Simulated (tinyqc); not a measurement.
RHF in the sto-6g basis, for NH3, spin multiplicity 1, step by step. One step of it, computed by the program tinyqc.

Question. Orthogonalisation. S = U s U^T; symmetric (Loewdin) form X = U s^(-1/2) U^T, so that X^T S X = 1.

overlap S, order 1N 1s, 1N 2s, 1N 2px, 1N 2py, 1N 2pz, 2H 1s, 3H 1s, 4H 1s:
$$\begin{pmatrix}
1.000000 & 0.229416 & 0.000000 & 0.000000 & 0.000000 & 0.049663 & 0.049652 & 0.049652 \\
0.229416 & 1.000000 & 0.000000 & 0.000000 & 0.000000 & 0.444921 & 0.444865 & 0.444865 \\
0.000000 & 0.000000 & 1.000000 & 0.000000 & 0.000000 & 0.379165 & -0.189550 & -0.189550 \\
0.000000 & 0.000000 & 0.000000 & 1.000000 & 0.000000 & 0.000000 & 0.328354 & -0.328354 \\
0.000000 & 0.000000 & 0.000000 & 0.000000 & 1.000000 & -0.153756 & -0.153729 & -0.153729 \\
0.049663 & 0.444921 & 0.379165 & 0.000000 & -0.153756 & 1.000000 & 0.174663 & 0.174663 \\
0.049652 & 0.444865 & -0.189550 & 0.328354 & -0.153729 & 0.174663 & 1.000000 & 0.174615 \\
0.049652 & 0.444865 & -0.189550 & -0.328354 & -0.153729 & 0.174663 & 0.174615 & 1.000000
\end{pmatrix}$$

Give: eigenvalues of S; X.

Answer.

eigenvalues of S: [0.3206, 0.4402, 0.4402, 0.9172, 1.0632, 1.3852, 1.3852, 2.0483]

X, order 1N 1s, 1N 2s, 1N 2px, 1N 2py, 1N 2pz, 2H 1s, 3H 1s, 4H 1s:
$$\begin{pmatrix}
1.0233 & -0.1444 & 0.0000 & 0.0000 & 0.0087 & 0.0194 & 0.0194 & 0.0194 \\
-0.1444 & 1.3145 & 0.0000 & 0.0000 & -0.0997 & -0.2746 & -0.2745 & -0.2745 \\
0.0000 & 0.0000 & 1.1177 & 0.0000 & 0.0000 & -0.2639 & 0.1319 & 0.1319 \\
0.0000 & 0.0000 & 0.0000 & 1.1177 & 0.0000 & 0.0000 & -0.2285 & 0.2285 \\
0.0087 & -0.0997 & 0.0000 & 0.0000 & 1.0338 & 0.0934 & 0.0934 & 0.0934 \\
0.0194 & -0.2746 & -0.2639 & 0.0000 & 0.0934 & 1.1953 & -0.0440 & -0.0440 \\
0.0194 & -0.2745 & 0.1319 & -0.2285 & 0.0934 & -0.0440 & 1.1952 & -0.0440 \\
0.0194 & -0.2745 & 0.1319 & 0.2285 & 0.0934 & -0.0440 & -0.0440 & 1.1952
\end{pmatrix}$$
